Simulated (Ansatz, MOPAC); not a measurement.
System: HO2, charge -1, multiplicity 1. SMILES: [O-]O

Atoms: O1, O2, H3. Bonds: O1-O2, O2-H3.

Bond lengths (Å) and angles (degrees) optimised at AM1 with MOPAC; PM3 with MOPAC; MNDO with MOPAC; HF/STO-3G with Ansatz (a first-principles code); HF/6-31G* with Ansatz; B3LYP/LANL2DZ with Ansatz, each started from the B3LYP-D3(BJ)/def2-TZVP structure (Ansatz) of the last column. A row stands for all coordinates that are equal there. 6-31G* holds six Cartesian d functions. No wavenumbers were computed at MNDO, HF/STO-3G, B3LYP/LANL2DZ, so these may be saddle points.

```json
[
 {"coordinate": "O1-O2", "AM1": "1.259", "PM3": "1.491", "MNDO": "1.265", "HF/STO-3G": "1.449", "HF/6-31G*": "1.479", "B3LYP/LANL2DZ": "1.583", "B3LYP-D3(BJ)/def2-TZVP": "1.522"},
 {"coordinate": "O2-H3", "AM1": "0.996", "PM3": "0.942", "MNDO": "0.974", "HF/STO-3G": "1.021", "HF/6-31G*": "0.946", "B3LYP/LANL2DZ": "0.987", "B3LYP-D3(BJ)/def2-TZVP": "0.963"},
 {"coordinate": "O1-O2-H3", "AM1": "109.3", "PM3": "95.3", "MNDO": "109.5", "HF/STO-3G": "105.4", "HF/6-31G*": "100.7", "B3LYP/LANL2DZ": "99.2", "B3LYP-D3(BJ)/def2-TZVP": "98.4"}
]
```

Mean signed difference of all 2 bond lengths from B3LYP-D3(BJ)/def2-TZVP: AM1 -0.115 Å, PM3 -0.026 Å, MNDO -0.123 Å, HF/STO-3G -0.007 Å, HF/6-31G* -0.030 Å, B3LYP/LANL2DZ 0.043 Å.
